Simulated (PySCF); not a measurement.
# B2H4− (doublet): open-shell or spin-flip excitations

Aim: compute the open-shell or spin-flip excitations of B2H4− (doublet) (`B[BH2-]`).

Programs: PySCF 2.14.0, with routines of our own; each step states its level. All values are computed. Atoms count from 0.

## 1. The starting structure

6 atoms, charge -1, multiplicity 2; geometry from: GFN2-xTB.

## 2. Open-shell or spin-flip excitations: unrestricted TDDFT CAM-B3LYP/def2-SVPD in tetrahydrofuran

Job settings and geometry (Å):

```
{"job": {"kind": "uabs", "xc": "CAM-B3LYP", "basis": "def2-SVPD", "nstates": 10, "tda": false, "solvent": "tetrahydrofuran", "pol": false}, "charge": -1, "multiplicity": 2}
B      0.790571     0.047175    -0.001697
B     -0.790123    -0.046397    -0.005789
H      1.438775     1.089744    -0.036400
H      1.555358    -0.913217     0.038327
H     -1.554597     0.914746    -0.046123
H     -1.436862    -1.090060     0.030107
```

With the program's defaults for keys left out, this is: unrestricted TDDFT CAM-B3LYP/def2-SVPD, vertical, IEF-PCM tetrahydrofuran (non-equilibrium linear response), core orbitals frozen in the response.

Started as:

```
> OMP_NUM_THREADS=1 python excited_run.py task.json out
```

The driver reads the jobs from task.json and runs them one after another.

Output:

```text
coarse grid: 4656 points
cycle   1  E = -52.0059112448  dE = -2.504e-01  |g| = 2.002e-01  |ddm| = 1.971e+00
cycle   2  E = -52.0331921020  dE = -2.728e-02  |g| = 1.172e-01  |ddm| = 5.956e-01
cycle   3  E = -52.0440599272  dE = -1.087e-02  |g| = 9.747e-03  |ddm| = 2.475e-01
cycle   4  E = -52.0441615830  dE = -1.017e-04  |g| = 1.413e-03  |ddm| = 4.093e-02
cycle   5  E = -52.0441646383  dE = -3.055e-06  |g| = 4.223e-04  |ddm| = 6.532e-03
final grid: 43904 points
cycle   6  E = -52.0565563187  dE = -7.424e-06  |g| = 3.752e-04  |ddm| = 2.332e-02
cycle   7  E = -52.0565564905  dE = -1.718e-07  |g| = 1.022e-04  |ddm| = 4.578e-03
cycle   8  E = -52.0565565050  dE = -1.446e-08  |g| = 4.135e-05  |ddm| = 7.142e-04
cycle   9  E = -52.0565565073  dE = -2.284e-09  |g| = 1.578e-05  |ddm| = 2.347e-04
cycle  10  E = -52.0565565076  dE = -3.598e-10  |g| = 4.641e-06  |ddm| = 5.108e-05
converged SCF energy = -52.0565565076

<S^2> of the reference = 0.7521 (exact 0.7500)

Excitations
state   eV       nm        f      <S^2>   main configurations
  1   3.1787    390.0   0.00002   0.758   Hb->Lb 0.98
  2   3.7390    331.6   0.00000   0.794   H-1b->Lb 0.97
  3   4.0868    303.4   0.23141   0.756   Ha->L+2a 0.97
  4   4.2739    290.1   0.08531   0.753   Ha->La 0.98
  5   4.9079    252.6   0.00000   0.753   Ha->L+1a 0.99
  6   5.1497    240.8   0.00000   0.987   H-2b->Lb 0.86, H-1b->L+3b 0.08
  7   6.1270    202.4   0.04547   0.754   Ha->L+3a 0.73, Ha->L+4a 0.24
  8   6.1455    201.7   0.00000   2.211   H-2a->L+2a 0.88
  9   6.4185    193.2   0.00000   1.040   Ha->L+5a 0.71, H-1a->L+2a 0.24
 10   6.5143    190.3   0.00000   1.518   H-1a->L+2a 0.69, Ha->L+5a 0.24
```

Wall time 4 s (1 thread of Arm Neoverse V1, shared host); peak memory 0.31 GiB.

In short:

| quantity | value |
| --- | --- |
| ⟨S²⟩ | 0.752 |

Löwdin spin populations:

| atom | value (e) |
| --- | --- |
| B0 | 0.42 |
| B1 | 0.42 |
| H2 | 0.04 |
| H3 | 0.04 |
| H4 | 0.04 |
| H5 | 0.04 |

With diffuse functions Löwdin's scheme smears the spin, so small populations can have the wrong sign.

## 3. Open-shell or spin-flip excitations: unrestricted TDDFT CAM-B3LYP/def2-SVPD

Job settings and geometry (Å):

```
{"job": {"kind": "uabs", "xc": "CAM-B3LYP", "basis": "def2-SVPD", "nstates": 10, "tda": false}, "charge": -1, "multiplicity": 2}
B      0.790571     0.047175    -0.001697
B     -0.790123    -0.046397    -0.005789
H      1.438775     1.089744    -0.036400
H      1.555358    -0.913217     0.038327
H     -1.554597     0.914746    -0.046123
H     -1.436862    -1.090060     0.030107
```

Level: unrestricted TDDFT CAM-B3LYP/def2-SVPD, vertical, gas phase, core orbitals frozen in the response.

Output:

```text
coarse grid: 4656 points
cycle   1  E = -51.9238208224  dE = -1.685e-01  |g| = 2.050e-01  |ddm| = 1.962e+00
cycle   2  E = -51.9519593724  dE = -2.814e-02  |g| = 1.302e-01  |ddm| = 7.521e-01
cycle   3  E = -51.9653907491  dE = -1.343e-02  |g| = 1.033e-02  |ddm| = 2.845e-01
cycle   4  E = -51.9655056836  dE = -1.149e-04  |g| = 1.524e-03  |ddm| = 4.276e-02
cycle   5  E = -51.9655092073  dE = -3.524e-06  |g| = 4.450e-04  |ddm| = 9.466e-03
final grid: 43904 points
cycle   6  E = -51.9779102290  dE = -7.437e-06  |g| = 3.794e-04  |ddm| = 2.258e-02
cycle   7  E = -51.9779104063  dE = -1.773e-07  |g| = 1.040e-04  |ddm| = 4.826e-03
cycle   8  E = -51.9779104211  dE = -1.481e-08  |g| = 4.093e-05  |ddm| = 7.996e-04
cycle   9  E = -51.9779104234  dE = -2.343e-09  |g| = 1.736e-05  |ddm| = 2.963e-04
cycle  10  E = -51.9779104238  dE = -4.090e-10  |g| = 5.286e-06  |ddm| = 5.534e-05
converged SCF energy = -51.9779104238

Static polarisability (au): isotropic 54.644, principal 43.246 48.659 72.026

<S^2> of the reference = 0.7521 (exact 0.7500)

Excitations
state   eV       nm        f      <S^2>   main configurations
  1   3.1851    389.3   0.00023   0.758   Hb->Lb 0.97
  2   3.5144    352.8   0.05250   0.752   Ha->La 0.98
  3   3.7333    332.1   0.00000   0.795   H-1b->Lb 0.97
  4   3.9082    317.2   0.00000   0.753   Ha->L+1a 0.99
  5   4.0793    303.9   0.18623   0.755   Ha->L+2a 0.97
  6   5.1200    242.2   0.00000   1.015   H-2b->Lb 0.84, H-1b->L+3b 0.08
  7   5.8046    213.6   0.00765   0.753   Ha->L+3a 0.82, Ha->L+6a 0.17
  8   6.0382    205.3   0.00000   2.713   H-1b->L+1b 0.56, H-1a->La 0.34
  9   6.0448    205.1   0.00000   2.205   H-2a->L+2a 0.84
 10   6.0470    205.0   0.00000   0.810   Ha->L+5a 0.92
```

Run time: 4.8 s. Hardware: 1 thread of Arm Neoverse V1, shared host; peak memory 0.32 GiB.

Key values:

| quantity | value |
| --- | --- |
| ⟨S²⟩ | 0.752 |

## 4. Open-shell or spin-flip excitations: unrestricted TDA OLYP/ANO-RCC-VDZP

Job settings and geometry (Å):

```
{"job": {"kind": "uabs", "xc": "OLYP", "basis": "ANO-RCC-VDZP", "nstates": 2, "tda": true}, "charge": -1, "multiplicity": 2}
B      0.790571     0.047175    -0.001697
B     -0.790123    -0.046397    -0.005789
H      1.438775     1.089744    -0.036400
H      1.555358    -0.913217     0.038327
H     -1.554597     0.914746    -0.046123
H     -1.436862    -1.090060     0.030107
```

Method: unrestricted TDA OLYP/ANO-RCC-VDZP, vertical, gas phase, core orbitals frozen in the response.

Output:

```text
coarse grid: 4656 points
cycle   1  E = -51.9341341518  dE = -1.310e-01  |g| = 3.211e-01  |ddm| = 2.135e+00
cycle   2  E = -51.8456643707  dE =  8.847e-02  |g| = 4.526e-01  |ddm| = 2.499e+00
cycle   3  E = -52.0330433845  dE = -1.874e-01  |g| = 1.113e-02  |ddm| = 1.738e+00
cycle   4  E = -52.0331434516  dE = -1.001e-04  |g| = 4.162e-03  |ddm| = 3.654e-02
cycle   5  E = -52.0331576184  dE = -1.417e-05  |g| = 5.537e-04  |ddm| = 8.259e-03
cycle   6  E = -52.0331579546  dE = -3.361e-07  |g| = 1.104e-04  |ddm| = 1.792e-03
final grid: 43904 points
cycle   7  E = -52.0338173235  dE = -2.167e-05  |g| = 5.517e-03  |ddm| = 3.753e-02
cycle   8  E = -52.0338008144  dE =  1.651e-05  |g| = 7.066e-03  |ddm| = 2.948e-02
cycle   9  E = -52.0338412001  dE = -4.039e-05  |g| = 1.156e-04  |ddm| = 1.777e-02
cycle  10  E = -52.0338412132  dE = -1.309e-08  |g| = 2.342e-05  |ddm| = 4.073e-04
cycle  11  E = -52.0338412137  dE = -5.436e-10  |g| = 1.410e-05  |ddm| = 7.092e-05
converged SCF energy = -52.0338412137

Static polarisability (au): isotropic 44.610, principal 27.950 43.935 61.944

<S^2> of the reference = 0.7532 (exact 0.7500)

Excitations
state   eV       nm        f      <S^2>   main configurations
  1   3.1407    394.8   0.00103   0.754   Hb->Lb 0.94
  2   3.3459    370.6   0.03051   0.753   Ha->La 0.94
```

Wall time 3.7 s (1 thread of Arm Neoverse V1, shared host); peak memory 0.32 GiB.

Warnings kept with the result: the highest occupied orbital has positive energy: the anion is not bound at this level.

From this job:

| quantity | value |
| --- | --- |
| ⟨S²⟩ | 0.753 |

## 5. What came out

```
                                                                                                                 quantity                        value
lowest and brightest state of nearly pure spin, of 10 (step 2, unrestricted TDDFT CAM-B3LYP/def2-SVPD in tetrahydrofuran)  3.18 eV; 4.09 eV, f = 0.231
                   lowest and brightest state of nearly pure spin, of 10 (step 3, unrestricted TDDFT CAM-B3LYP/def2-SVPD)  3.19 eV; 4.08 eV, f = 0.186
                        lowest and brightest state of nearly pure spin, of 2 (step 4, unrestricted TDA OLYP/ANO-RCC-VDZP)  3.14 eV; 3.35 eV, f = 0.031
```

In words: States whose ⟨S²⟩ lies well above the reference's are mixtures of spin states, an artefact of the unrestricted response, and are left out of the summary. For an anion in the gas phase, states above the energy of detachment are held by the basis alone, so excitations and responses hang on it. The lowest state of nearly pure spin runs from 3.14 to 3.19 eV over the runs.
